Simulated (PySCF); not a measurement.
These are ωB97X-D3(BJ)/def2-TZVP // B3LYP-D3(BJ)/def2-TZVP run with PySCF values and carry that method's errors. Gas-phase values, no solvent. Delta-SCF ions had no search for a lower state. 

Reference species (SMILES): `C` (neutral, multiplicity 1).

HOMO: -13.67 eV
HOMO–LUMO gap: 17.13 eV
vertical ionisation energy (Delta-SCF): 14.38 eV

Changed species: `ClC` (1 of 4 H replaced by Cl; the reference has 0 of 4 H replaced by Cl).

Problem. What does the change do to the HOMO, HOMO–LUMO gap and vertical ionisation energy (Delta-SCF)?

Solution. the HOMO rises by 2.68 eV, to -10.99 eV; the HOMO–LUMO gap falls by 3.29 eV, to 13.84 eV; the vertical ionisation energy (Delta-SCF) decreases by 2.97 eV, to 11.41 eV.
